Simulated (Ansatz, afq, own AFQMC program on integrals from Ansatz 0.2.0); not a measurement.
# AlH₄ (doublet): AFQMC on the coupled-cluster ladder at distance Al1–H4 along a hydrogen transfer = 1.717 Å, cc-pVTZ

Aim: compute AlH₄ (doublet) with auxiliary-field quantum Monte Carlo on the same integrals as coupled cluster, and set the energies side by side.

The runs use Ansatz 0.2.0, Gaussian basis, and an in-house AFQMC program (afq) on its integrals; all values are calculated; cc-pVTZ, frozen cores.

The runs, in order: PBE (unrestricted); r2SCAN (unrestricted); PBE0 (unrestricted); B3LYP (unrestricted); CCSD(T) on UHF; wB97M-V (unrestricted); B2PLYP (unrestricted); CCSDT(Q) on UHF; Phaseless AFQMC, CISD trial on UHF.

## (1) The geometry

The geometry derives from fragments relaxed apart (PBE0/def2-TZVP) and kept rigid, so it is no stationary point. A hydrogen atom is moved between rigid fragments.

5 atoms, charge 0, spin multiplicity 2.

Atoms are counted from 1 here; the program's logs count them from 0.

Bond lengths: Al1–H2 1.586 Å, Al1–H3 1.586 Å, Al1–H4 1.717 Å. Angles: H2–Al1–H3 120.0°, H2–Al1–H4 120.0°, H3–Al1–H4 120.0°.

## (2) PBE (unrestricted)

File in.yaml:

```yaml
crystal:
  periodic: [false, false, false]
  atoms:
    - {symbol: Al, position_ang: [-0.089998, 0.000000, 0.000000]}
    - {symbol: H, position_ang: [-0.882922, 1.373384, 0.000000]}
    - {symbol: H, position_ang: [-0.882922, -1.373384, 0.000000]}
    - {symbol: H, position_ang: [1.627002, 0.000000, 0.000000]}
    - {symbol: H, position_ang: [2.548002, 0.000000, 0.000000]}
basis:
  gaussian: {orbitals: cc-pVTZ}
magnetization: {spin_polarized: true, initial_magnetization: 1}
hamiltonian: {xc: {name: PBE}}
output: {orbitals: {seedname: orbitals}}
```

The run is started by

```console
$ ansatz run in.yaml --threads 1 --pin off --events-out ev --progress --plain --max-ram 8192MiB --backend cpu
```

Log:

```text
Functional definition: PBE
  name "PBE"
  cite "Perdew, Burke & Ernzerhof, Phys. Rev. Lett. 77, 3865 (1996) doi:10.1103/PhysRevLett.77.3865"
  parent pbe
  parameter kappa = 0.804
  parameter beta = 0.06672455060314922
  exchange = pbe_x(kappa = kappa, mu = beta*pi^2/3)
  correlation = pbe_c(beta = beta)
513 factors; their error is unknown
mean field evaluation 1: about -6653.6574 eV, gradient 1.2e1 eV
mean field evaluation 2: about -6654.5391 eV, gradient 6.3e0 eV
mean field evaluation 4: about -6654.8614 eV, gradient 1.9e-1 eV
mean field evaluation 8: about -6654.8527 eV, gradient 2.0e-2 eV
mean field evaluation 16: about -6653.3885 eV, gradient 5.8e0 eV
mean field evaluation 32: about -6654.1377 eV, gradient 4.9e0 eV
mean field -6654.85271129 eV, -244.5613263189 hartree, gradient 8.6e-6 eV, S^2 0.753697; 4 other end points of the search recorded, 0 dependent functions left out
reference -6654.85275396 eV, -244.5613278869 hartree; 9, 8 occupied and 81, 82 virtual orbitals, 513 factors
Total energy: -6654.85275396 eV, -244.5613278869 hartree
```

Run time: 2.5 s. Hardware: 1 thread of AMD EPYC 7R13 (Zen 3), shared host; peak memory 1.8 GiB.

From the report: ⟨S²⟩ of the determinant 0.754 (pure doublet: 0.75).

## (3) r2SCAN (unrestricted)

Changes to in.yaml since step 2:

```diff
@@ -11,3 +11,2 @@
 magnetization: {spin_polarized: true, initial_magnetization: 1}
-hamiltonian: {xc: {name: PBE}}
-output: {orbitals: {seedname: orbitals}}
+hamiltonian: {xc: {name: r2SCAN}}
```

Launched as before.

Log:

```text
Functional definition: r2SCAN
  name "r2SCAN"
  cite "Furness, Kaplan, Ning, Perdew & Sun, J. Phys. Chem. Lett. 11, 8208 (2020) doi:10.1021/acs.jpclett.0c02405"
  cite "Furness, Kaplan, Ning, Perdew & Sun, J. Phys. Chem. Lett. 11, 9248 (2020) doi:10.1021/acs.jpclett.0c03077"
  parent r2scan
  parameter k0 = 0.174
  parameter k1 = 0.065
  parameter a1 = 4.9479
  exchange = r2scan_x(k0 = k0, k1 = k1, a1 = a1)
  correlation = r2scan_c
513 factors; their error is unknown
mean field evaluation 1: about -6657.2975 eV, gradient 9.9e0 eV
mean field evaluation 2: about -6657.9759 eV, gradient 4.0e0 eV
mean field evaluation 4: about -6658.0964 eV, gradient 2.3e-1 eV
mean field evaluation 8: about -6658.0887 eV, gradient 6.0e-3 eV
mean field evaluation 16: about -6656.5408 eV, gradient 5.9e0 eV
mean field evaluation 32: about -6658.0887 eV, gradient 2.1e-5 eV
mean field -6658.08865840 eV, -244.6802451814 hartree, gradient 2.1e-5 eV, S^2 0.758342; 4 other end points of the search recorded, 0 dependent functions left out
reference -6658.08867490 eV, -244.6802457878 hartree; 9, 8 occupied and 81, 82 virtual orbitals, 513 factors
Total energy: -6658.08867490 eV, -244.6802457878 hartree
```

Wall time 5.5 s (1 thread of AMD EPYC 7R13 (Zen 3), shared host); peak memory 1.8 GiB.

From the report: ⟨S²⟩ of the determinant 0.758 (pure doublet: 0.75).

## (4) PBE0 (unrestricted)

Changes to in.yaml since step 3:

```diff
@@ -11,2 +11,3 @@
 magnetization: {spin_polarized: true, initial_magnetization: 1}
-hamiltonian: {xc: {name: r2SCAN}}
+hamiltonian: {xc: {name: PBE0}}
+output: {orbitals: {seedname: orbitals}}
```

Launched as before.

Log:

```text
Functional definition: PBE0
  name "PBE0"
  cite "Adamo & Barone, J. Chem. Phys. 110, 6158 (1999) doi:10.1063/1.478522"
  cite "Perdew, Burke & Ernzerhof, Phys. Rev. Lett. 77, 3865 (1996) doi:10.1103/PhysRevLett.77.3865"
  parent pbe
  parameter a = 0.25
  parameter kappa = 0.804
  parameter beta = 0.06672455060314922
  exchange = (1 - a)*pbe_x(kappa = kappa, mu = beta*pi^2/3) + a*exact_x
  correlation = pbe_c(beta = beta)
525 factors; their error is unknown
mean field evaluation 1: about -6655.0635 eV, gradient 7.9e0 eV
mean field evaluation 2: about -6655.5174 eV, gradient 2.4e0 eV
mean field evaluation 4: about -6655.5615 eV, gradient 2.0e-1 eV
mean field evaluation 8: about -6655.5778 eV, gradient 1.6e-2 eV
mean field evaluation 16: about -6655.4840 eV, gradient 1.2e0 eV
mean field -6655.57784692 eV, -244.5879745616 hartree, gradient 5.2e-5 eV, S^2 0.756709; 1 other end points of the search recorded, 0 dependent functions left out
reference -6655.57787920 eV, -244.5879757480 hartree; 9, 8 occupied and 81, 82 virtual orbitals, 525 factors
Total energy: -6655.57787920 eV, -244.5879757480 hartree
```

It took 1.7 s on 1 thread of AMD EPYC 7R13 (Zen 3), shared host; peak memory 1.8 GiB.

From the report: ⟨S²⟩ of the determinant 0.757 (pure doublet: 0.75).

## (5) B3LYP (unrestricted)

Changes to in.yaml since step 4:

```diff
@@ -11,3 +11,2 @@
 magnetization: {spin_polarized: true, initial_magnetization: 1}
-hamiltonian: {xc: {name: PBE0}}
-output: {orbitals: {seedname: orbitals}}
+hamiltonian: {xc: {name: B3LYP}}
```

Launched as before.

Log, cut to the lines that bear on the results:

```text
Functional definition: B3LYP
  name "B3LYP"
  cite "Stephens, Devlin, Chabalowski & Frisch, J. Phys. Chem. 98, 11623 (1994) doi:10.1021/j100096a001"
  cite "Becke, Phys. Rev. A 38, 3098 (1988) doi:10.1103/PhysRevA.38.3098"
  cite "Lee, Yang & Parr, Phys. Rev. B 37, 785 (1988) doi:10.1103/PhysRevB.37.785"
  cite "Vosko, Wilk & Nusair, Can. J. Phys. 58, 1200 (1980) doi:10.1139/p80-159"
[...]
525 factors; their error is unknown
[...]
mean field -6659.81363450 eV, -244.7436368840 hartree, gradient 3.7e-5 eV, S^2 0.755273; 1 other end points of the search recorded, 0 dependent functions left out
reference -6659.81387678 eV, -244.7436457876 hartree; 9, 8 occupied and 81, 82 virtual orbitals, 525 factors
Total energy: -6659.81387678 eV, -244.7436457876 hartree
```

Wall time 1.8 s (1 thread of AMD EPYC 7R13 (Zen 3), shared host); peak memory 1.8 GiB.

From the report: ⟨S²⟩ of the determinant 0.755 (pure doublet: 0.75).

## (6) CCSD(T) on UHF

Changes to in.yaml since step 5:

```diff
@@ -11,2 +11,2 @@
 magnetization: {spin_polarized: true, initial_magnetization: 1}
-hamiltonian: {xc: {name: B3LYP}}
+correlation: {method: ccsd_t, electrons: outside_noble_gas, hamiltonian_folder: ham}
```

The run is started by

```console
$ ansatz run in.yaml --threads 1 --pin off --events-out ev --progress --plain --max-ram 24576MiB --backend cuda --devices 0, --max-vram 18GiB
```

Log, cut to the lines that bear on the results:

```text
Functional definition: HF
  name "HF"
  cite "Fock, Z. Phys. 61, 126 (1930) doi:10.1007/BF01340294"
  parent pbe
[...]
515 factors; integrals over basis functions are off by at most 1.6e-3 eV
[...]
mean field -6642.95897149 eV, -244.1242394429 hartree, gradient 2.1e-6 eV, S^2 0.773580; 3 other end points of the search recorded, 0 dependent functions left out
determinant -6642.95897149 eV, -244.1242394429 hartree, with singles and doubles -6646.75477593 eV, -244.2637326833 hartree
determinant -6641.60396437 eV, -244.0744438499 hartree, with singles and doubles -6645.63475595 eV, -244.2225727082 hartree
5 core orbitals not correlated: weight in the atoms' cores, before any rotation towards them, 1.000 or more for the frozen orbitals, at most 0.000 for the correlated occupied ones
reference -6642.95897149 eV, -244.1242394429 hartree; 4, 3 occupied and 81, 82 virtual orbitals, 515 factors
second order -2.90676355 eV of doubles, -0.00000000 eV of singles
cycle   1  -3.65698484 eV  change   -3.1e-1 eV  update   2.1e-2
[...]
cycle   9  -3.66868799 eV  change    7.0e-7 eV  update   5.0e-6
perturbative correction -0.06628256 eV, -0.0024358392 hartree
Total energy: -6646.69394204 eV, -244.2614970790 hartree
```

It took 13 s on 1 × NVIDIA H100 80GB HBM3 with 1 thread of AMD EPYC 7R13 (Zen 3), shared host; peak host memory 1.8 GiB.

From the report: ⟨S²⟩ of the determinant 0.774 (pure doublet: 0.75); correlation -3.7350 eV; T1 0.017; largest double amplitude 0.03.

This run also writes the integrals to the folder ham.

## (7) wB97M-V (unrestricted)

Changes to in.yaml since step 6:

```diff
@@ -11,2 +11,3 @@
 magnetization: {spin_polarized: true, initial_magnetization: 1}
-correlation: {method: ccsd_t, electrons: outside_noble_gas, hamiltonian_folder: ham}
+hamiltonian: {xc: {name: wB97M-V}}
+output: {orbitals: {seedname: orbitals}}
```

The run is started by

```console
$ ansatz run in.yaml --threads 1 --pin off --events-out ev --progress --plain --max-ram 8192MiB --backend cpu
```

Log, cut to the lines that bear on the results:

```text
Functional definition: wB97M-V
  name "wB97M-V"
  cite "Mardirossian & Head-Gordon, J. Chem. Phys. 144, 214110 (2016) doi:10.1063/1.4952647"
  cite "Becke, J. Chem. Phys. 107, 8554 (1997) doi:10.1063/1.475007"
  cite "Vydrov & Van Voorhis, J. Chem. Phys. 133, 244103 (2010) doi:10.1063/1.3521275"
  # Of w^i u^j: cxij and so on, Table III.
[...]
  gx(w, u) = 1 - cx + cx01*u + cx10*w
  gss(w, u) = css00 + css04*u^4 + css10*w + css20*w^2 + css43*w^4*u^3
  gos(w, u) = cos00 + cos10*w + (cos20 + cos21*u)*w^2 + (cos60 + cos61*u)*w^6
[...]
      + integral(e_c_pw_mod_opposite_spin*gos(b97_w_opposite, b97_u_opposite)) + vv10(b, c)
513 factors; their error is unknown
147 factors; integrals over basis functions are off by at most 3.7e-5 eV
[...]
mean field -6657.76079872 eV, -244.6681965605 hartree, gradient 1.5e-5 eV, S^2 0.754242; 1 other end points of the search recorded, 0 dependent functions left out
reference -6657.76084739 eV, -244.6681983492 hartree; 9, 8 occupied and 81, 82 virtual orbitals, 513 factors
Total energy: -6657.76084739 eV, -244.6681983492 hartree
```

It took 6 s on 1 thread of AMD EPYC 7R13 (Zen 3), shared host; peak memory 1.8 GiB.

From the report: ⟨S²⟩ of the determinant 0.754 (pure doublet: 0.75).

## (8) B2PLYP (unrestricted)

Changes to in.yaml since step 7:

```diff
@@ -11,3 +11,3 @@
 magnetization: {spin_polarized: true, initial_magnetization: 1}
-hamiltonian: {xc: {name: wB97M-V}}
-output: {orbitals: {seedname: orbitals}}
+hamiltonian: {xc: {name: B2PLYP}}
+correlation: {electrons: outside_noble_gas}
```

Launched as before.

Log, cut to the lines that bear on the results:

```text
Functional definition: B2PLYP
  name "B2PLYP"
  cite "Grimme, J. Chem. Phys. 124, 034108 (2006) doi:10.1063/1.2148954"
  cite "Becke, Phys. Rev. A 38, 3098 (1988) doi:10.1103/PhysRevA.38.3098"
  cite "Lee, Yang & Parr, Phys. Rev. B 37, 785 (1988) doi:10.1103/PhysRevB.37.785"
[...]
515 factors; integrals over basis functions are off by at most 1.6e-3 eV
[...]
mean field -6654.47134917 eV, -244.5473115193 hartree, gradient 2.6e-6 eV, S^2 0.761368; 2 other end points of the search recorded, 0 dependent functions left out
5 core orbitals not correlated: weight in the atoms' cores, before any rotation towards them, 1.000 or more for the frozen orbitals, at most 0.000 for the correlated occupied ones
reference -6654.47150275 eV, -244.5473171632 hartree; 4, 3 occupied and 81, 82 virtual orbitals, 515 factors
second order -3.62391795 eV of doubles, -0.00000000 eV of singles
Total energy: -6655.44996059 eV, -244.5832748258 hartree
```

It took 2.5 s on 1 thread of AMD EPYC 7R13 (Zen 3), shared host; peak memory 1.8 GiB.

From the report: ⟨S²⟩ of the determinant 0.761 (pure doublet: 0.75).

## (9) CCSDT(Q) on UHF

Changes to in.yaml since step 8:

```diff
@@ -11,3 +11,2 @@
 magnetization: {spin_polarized: true, initial_magnetization: 1}
-hamiltonian: {xc: {name: B2PLYP}}
-correlation: {electrons: outside_noble_gas}
+correlation: {method: ccsdt_q, electrons: outside_noble_gas}
```

The run is started by

```console
$ ansatz run in.yaml --threads 1 --pin off --events-out ev --progress --plain --max-ram 24576MiB --backend cuda --devices 0, --max-vram 18GiB
```

Log, cut to the lines that bear on the results:

```text
Functional definition: HF
  name "HF"
  cite "Fock, Z. Phys. 61, 126 (1930) doi:10.1007/BF01340294"
  parent pbe
[...]
1081 factors; integrals over basis functions are off by at most 1.8e-7 eV
[...]
mean field -6642.95897720 eV, -244.1242396528 hartree, gradient 2.0e-6 eV, S^2 0.773580; 3 other end points of the search recorded, 0 dependent functions left out
determinant -6642.95897720 eV, -244.1242396528 hartree, with singles and doubles -6646.75479198 eV, -244.2637332730 hartree
determinant -6641.60397576 eV, -244.0744442683 hartree, with singles and doubles -6645.63477493 eV, -244.2225734058 hartree
5 core orbitals not correlated: weight in the atoms' cores, before any rotation towards them, 1.000 or more for the frozen orbitals, at most 0.000 for the correlated occupied ones
reference -6642.95897720 eV, -244.1242396528 hartree; 4, 3 occupied and 81, 82 virtual orbitals, 1081 factors
second order -2.90677906 eV of doubles, -0.00000000 eV of singles
cycle   1  -3.41997313 eV  change   -5.1e-1 eV  update   6.2e-2
[...]
cycle  16  -3.75392351 eV  change    1.5e-7 eV  update   1.5e-7
perturbative correction -0.00180128 eV, -0.0000661957 hartree
Total energy: -6646.71470199 eV, -244.2622599930 hartree
```

Wall time 28 s (1 × NVIDIA H100 80GB HBM3 with 1 thread of AMD EPYC 7R13 (Zen 3), shared host); peak host memory 1.8 GiB.

From the report: ⟨S²⟩ of the determinant 0.774 (pure doublet: 0.75); correlation -3.7557 eV; T1 0.018; largest double amplitude 0.03.

## (10) Phaseless AFQMC, CISD trial on UHF

It reads the integrals that the CCSD(T) run on this determinant wrote.

The run is started by

```console
$ afq ham --method phaseless --trial cisd --walkers 1900 --populations 20 --least-time 60 --time-step 0.005 --steps-per-block 50 --equilibration-blocks 28 --max-blocks 4000 --target-error 0.00016 --factor-cut 1e-05 --start spin_pure --seed 1720 --release-times 0.24,0.51,0.99,1.62,2.4 --release-step 0.03 --release-every 3 --taylor-order 6
```

Log:

```text
orbitals 85  electrons 4 3  factors 510 of 515
reference energy -244.12423944 Eh
CCSD correlation -0.13482182 Eh in 10 cycles, weight of the determinant in the CISD state 0.9178
energy of the start -244.258667 Eh
 block  time / (1/Eh)  mean weight  energy / Eh
     1     0.250  0.9997  -244.257915
     2     0.500  1.0000  -244.258407
     3     0.750  1.0000  -244.259001
     4     1.000  0.9999  -244.259682
     5     1.250  0.9999  -244.260038
     6     1.500  0.9998  -244.260404
     7     1.750  0.9998  -244.260841
     8     2.000  1.0002  -244.260957
     9     2.250  1.0000  -244.261424
    10     2.500  1.0004  -244.261450
    11     2.750  1.0002  -244.261539
    12     3.000  1.0000  -244.261505
    13     3.250  0.9999  -244.261534
    14     3.500  1.0003  -244.261780
    15     3.750  0.9999  -244.262083
    16     4.000  1.0001  -244.261988
    17     4.250  0.9998  -244.261981
    18     4.500  1.0001  -244.262024
    19     4.750  1.0000  -244.262106
    20     5.000  0.9996  -244.262019
    21     5.250  1.0001  -244.262214
    22     5.500  1.0001  -244.262338
    23     5.750  1.0001  -244.262080
    24     6.000  1.0000  -244.261789
    25     6.250  1.0000  -244.261861
    26     6.500  0.9995  -244.262222
    27     6.750  1.0004  -244.262333
    28     7.000  0.9999  -244.262298
    29     7.250  0.9999  -244.261678
    30     7.500  0.9997  -244.261736
    31     7.750  0.9997  -244.261750
    32     8.000  0.9995  -244.261944
    33     8.250  0.9998  -244.262142
    34     8.500  1.0003  -244.262183
    35     8.750  1.0001  -244.262272
    36     9.000  0.9995  -244.261997
    37     9.250  1.0003  -244.262062
    38     9.500  1.0000  -244.262295
    39     9.750  0.9997  -244.262036
    40    10.000  0.9999  -244.262128
    41    10.250  0.9998  -244.262394
    42    10.500  0.9999  -244.262551
    43    10.750  1.0000  -244.262467
    44    11.000  0.9995  -244.262039
    45    11.250  1.0002  -244.262085
    46    11.500  1.0001  -244.262241
    47    11.750  1.0002  -244.262316
    48    12.000  1.0001  -244.262039
    49    12.250  1.0003  -244.262174
    50    12.500  1.0001  -244.262151
    51    12.750  1.0001  -244.262614
    52    13.000  1.0001  -244.262601
    53    13.250  1.0003  -244.262280
    54    13.500  1.0002  -244.262515
    55    13.750  0.9999  -244.262720
    56    14.000  1.0003  -244.262464
    57    14.250  1.0002  -244.262428
    58    14.500  1.0000  -244.262267
    59    14.750  0.9997  -244.262502
    60    15.000  1.0000  -244.262993
    61    15.250  0.9999  -244.262562
    62    15.500  0.9999  -244.262412
    63    15.750  0.9999  -244.262789
    64    16.000  1.0002  -244.262338
    65    16.250  0.9996  -244.262256
    66    16.500  1.0001  -244.262069
    67    16.750  1.0002  -244.262122
    68    17.000  0.9999  -244.262204
    69    17.250  1.0005  -244.262277
    70    17.500  1.0006  -244.262448
    71    17.750  1.0000  -244.262203
    72    18.000  1.0003  -244.262461
    73    18.250  0.9998  -244.262378
    74    18.500  1.0002  -244.262065
    75    18.750  1.0003  -244.262132
    76    19.000  1.0002  -244.262191
    77    19.250  1.0004  -244.262368
    78    19.500  1.0000  -244.262386
error from the spread of 20 populations
released: time / (1/Eh)  energy / Eh  error  mean overlap
  0.24  -244.262330  0.000054  0.9952
  0.51  -244.262329  0.000059  0.9921
  0.99  -244.262296  0.000059  0.9879
  1.62  -244.262200  0.000041  0.9891
  2.40  -244.262256  0.000064  0.9865
energy -244.262275 +/- 0.000062 Eh
```

It took 50 s on 1 × NVIDIA H100 80GB HBM3 with 2 threads of AMD EPYC 7R13 (Zen 3), shared host; peak host memory 1.8 GiB.

Energy -6646.7151 ± 0.0017 eV. Caveats: constraint bias not in the error.

## (11) All levels side by side

On the UHF determinant, counted from CCSDT(Q) (a yardstick, not exact):

```csv
level,energy (eV),from CCSDT(Q) (kcal/mol),statistical error (kcal/mol),time
HF,-6642.9590,+86.61,,
MP2,-6645.8657,+19.58,,
CCSD,-6646.6277,+2.01,,
CCSD(T),-6646.6939,+0.48,,
CCSDT(Q),-6646.7147,0.00,,
"Phaseless AFQMC, CISD trial, step 0.005, 1900 walkers",-6646.7151,-0.01,0.04,50 s
```

The functionals' totals stand on their own zeros and serve differences with other points: PBE -6654.853 eV; r2SCAN -6658.089 eV; PBE0 -6655.578 eV; B3LYP -6659.814 eV; wB97M-V -6657.761 eV; B2PLYP -6655.450 eV.

## (12) Summary of results

| quantity | value |
| --- | --- |
| CCSD(T) on UHF from CCSDT(Q) | +0.48 kcal/mol |
| Phaseless AFQMC, CISD trial on UHF from CCSDT(Q) | -0.01 ± 0.04 kcal/mol |

On UHF the phaseless walk with the CISD trial lies -0.01 kcal/mol from CCSDT(Q), within three error bars. Error bars are statistical and leave out the constraint, the time step and what remains of the start.
